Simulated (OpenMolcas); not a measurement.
**One shape, several levels: doublet BH2F+**

We compute a comparison of 6 runs (UB3LYP/6-31G*, UB3LYP/cc-pVTZ, UM06-L/cc-pVTZ, UPBE0/cc-pVTZ, USVWN5/cc-pVTZ, ROMP2/cc-pVTZ) of doublet BH2F+. 

The results are computed with OpenMolcas 26.06.

## 1. The system as given

BH2F+: 4 atoms, total charge +1, spin state doublet. SMILES of the parent species: `BF`. Geometry: relaxed at PBE0-D4/def2-TZVP. That shape belongs to the parent species and isn't relaxed for this state.

Bond lengths: B1–F2 1.317 Å, B1–H3 1.197 Å, B1–H4 1.198 Å. Angles: F2–B1–H3 117.8°, F2–B1–H4 117.8°, H3–B1–H4 124.4°.

## 2. The energy at UB3LYP/6-31G(d) (spherical functions) (run 1)

test.input reads:

```
* BFH2 Kohn-Sham DFT
&gateway
baslib=$CurrDir
coord
4
angstrom
B       -0.027300      -0.004000      -0.030800
F        1.061200      -0.296700       0.649900
H       -1.012500      -0.649100       0.186200
H        0.034200       0.889600      -0.825600
basis=6-31Gs
group=NoSym
&seward
gridinput
Grid=UltraFine
End of Grid
&scf
uhf
charge=1
spin=2
ksdft=B3LYP
thresholds=1e-10 1e-07 1e-07 1e-05
prorbitals=0
```

The basis set 6-31G* is read from a file made from the Basis Set Exchange's data (not shown).

Run with:

```sh
$ export MOLCAS_MEM=1860
$ pymolcas test.input > test.log
```

Standard output:

```text
--- Start Module: gateway ---
[...]
--- Stop Module: gateway /rc=_RC_ALL_IS_WELL_ ---
--- Start Module: seward ---
[...]
      Basis functions           32
--- Stop Module: seward /rc=_RC_ALL_IS_WELL_ ---
--- Start Module: scf ---
[...]
       Convergence after  18 Iterations
[...]
::    Total KS-DFT energy                            -125.4723402151
[...]
      Total spin, S                                     0.5030385067
[...]
      Total electronic charge=   15.000000
      Total            charge=    1.000000
[...]
      Dipole Moment (debye):
      Origin of the operator (angstrom)=    0.5894   -0.1698    0.3549
                   X= -3.3647E+00               Y=  9.0505E-01               Z= -2.1044E+00           Total=  4.0704E+00
      Center of Charge (angstrom)
[...]
--- Stop Module: scf /rc=_RC_ALL_IS_WELL_ ---
[...]
```

Run time: 14 s. Hardware: 1 thread of AMD EPYC 7R43 (Zen 3), shared host; peak memory 0.37 GiB.

## 3. A single-point energy at UB3LYP/cc-pVTZ (run 2)

run.inp reads:

```
>>> EXPORT MOLCAS_PRINT=2

&gateway
 baslib
 $CurrDir
 coord
 4
 bohr
 B     -0.05158952    -0.00755890    -0.05820356
 F      2.00537736    -0.56068174     1.22813301
 H     -1.91334770    -1.22662123     0.35186700
 H      0.06462863     1.68110036    -1.56015789
 basis
 cc-pVTZ
 group
 NoSym

&seward
 gridinput
 Grid=UltraFine
 End of Grid

&scf
 uhf
 charge
 1
 spin
 2
 ksdft
 B3LYP
 thresholds
 1e-10 1e-07 1e-07 1e-05
 prorbitals
 1 1
```

The basis set cc-pVTZ is read from a file made from the Basis Set Exchange's data (not shown).

Run with:

```sh
$ export MOLCAS_MEM=1860
$ pymolcas run.inp > run.log
```

Standard output:

```text
--- Start Module: gateway ---
[...]
--- Stop Module: gateway /rc=_RC_ALL_IS_WELL_ ---
--- Start Module: seward ---
[...]
      Basis functions           88
--- Stop Module: seward /rc=_RC_ALL_IS_WELL_ ---
[...]
--- Start Module: scf ---
[...]
       Convergence after  18 Iterations
[...]
::    Total KS-DFT energy                            -125.5246717910
[...]
      Total spin, S                                     0.5032620362
[...]
      Total electronic charge=   15.000000
      Total            charge=    1.000000
[...]
      Dipole Moment (debye):
      Origin of the operator (angstrom)=    0.5894   -0.1698    0.3549
                   X= -3.5022E+00               Y=  9.4205E-01               Z= -2.1904E+00           Total=  4.2369E+00
      Center of Charge (angstrom)
[...]
--- Stop Module: scf /rc=_RC_ALL_IS_WELL_ ---
[...]
```

It took 45 s on 1 thread of AMD EPYC 7R43 (Zen 3), shared host; peak memory 0.48 GiB.

Runs 3 to 5 aren't shown in full; the table further down has their settings and results.

## 4. The energy at ROMP2/cc-pVTZ (run 6)

mol.xyz reads:

```xyz
4

B     -0.027300    -0.004000    -0.030800
F      1.061200    -0.296700     0.649900
H     -1.012500    -0.649100     0.186200
H      0.034200     0.889600    -0.825600
```

run.input reads:

```
&GATEWAY
BasLib=$CurrDir
Coord=mol.xyz
Basis=cc-pVTZ
Group=NoSym
&SEWARD
&SCF
UHF
Charge=1
Spin=2
Thresholds=1e-10 1e-07 1e-07 1e-05
PrOrbitals=1 2
&RASSCF
FileOrb=$Project.UnaOrb
Spin=2
Nactel=1 0 0
Inactive=7
Ras2=1
OutOrbitals=Canonical
OrbListing=Nothing
&CASPT2
IPEA=0.0
Frozen=2
```

The basis set cc-pVTZ is read from a file made from the Basis Set Exchange's data (not shown).

Run with:

```sh
$ export MOLCAS_MEM=1860
$ pymolcas run.input > run.log
```

Standard output:

```text
--- Start Module: gateway ---
[...]
--- Stop Module: gateway /rc=_RC_ALL_IS_WELL_ ---
[...]
      Basis functions           88
[...]
       Convergence after  20 Iterations
[...]
::    Total SCF energy                               -124.9212032671
[...]
      Total spin, S                                     0.5156475977
[...]
--- Start Module: rasscf ---
[...]
      Number of active orbitals                  1
[...]
      Spin quantum number                      0.5
[...]
      Active orbitals                            1
[...]
      Number of CSFs                             1
[...]
      Number of root(s) required                 1
[...]
      Convergence after 10 iterations
[...]
      printout of CI-coefficients larger than  0.05 for root  1
      energy=    -124.911118
      conf/sym  1     Coeff  Weight
             1  u   1.00000 1.00000
      Natural orbitals and occupation numbers for root  1
      sym 1:   1.000000
      ************************************************************************************************************************
      *                                                    Final results                                                     *
[...]
::    RASSCF root number  1 Total energy:   -124.91111778
[...]
      Total electronic charge=   15.000000
      Total            charge=    1.000000
[...]
      Dipole Moment (debye):
      Origin of the operator (angstrom)=    0.5894   -0.1698    0.3549
                   X= -4.3061E+00               Y=  1.1591E+00               Z= -2.6939E+00           Total=  5.2099E+00
      Center of Charge (angstrom)
[...]
--- Stop Module: rasscf /rc=_RC_ALL_IS_WELL_ ---
[...]
--- Start Module: caspt2 ---
[...]
      E2 (Variational):          -0.3609923394
      Total energy:            -125.2721101185
[...]
      Reference weight:           0.91387
[...]
::    CASPT2 Root  1     Total energy:   -125.27211012
[...]
```

It took 22 s on 1 thread of AMD EPYC 7R43 (Zen 3), shared host; peak memory 0.48 GiB.

## 5. Overview of the runs

| run | level | integration grid | frozen core orbitals | energy (Eh) | HOMO energy (eV) | LUMO energy (eV) | ⟨S²⟩ | wall time |
| --- | --- | --- | --- | --- | --- | --- | --- | --- |
| 1 | UB3LYP/6-31G* (spherical functions) | UltraFine | – | -125.472340 | -19.52 | -15.78 | 0.756 | 14 s |
| 2 | UB3LYP/cc-pVTZ | UltraFine | – | -125.524672 | -19.59 | -15.82 | 0.757 | 45 s |
| 3 | UM06-L/cc-pVTZ | UltraFine | – | -125.500900 | -18.40 | -16.52 | 0.756 | 58 s |
| 4 | UPBE0/cc-pVTZ | UltraFine | – | -125.379239 | -19.84 | -15.48 | 0.758 | 48 s |
| 5 | USVWN5/cc-pVTZ | UltraFine | – | -124.582855 | -17.90 | -16.58 | 0.752 | 27 s |
| 6 | ROMP2/cc-pVTZ | – | 2 | -125.272110 | – | – | – | 22 s |

## 6. What came out

| quantity | value |
| --- | --- |
| run 6: total energy | -125.27211 Eh |

In words: Totals of different functionals can't be ranked against each other. All runs together took 3.6 min, the longest 58 s.
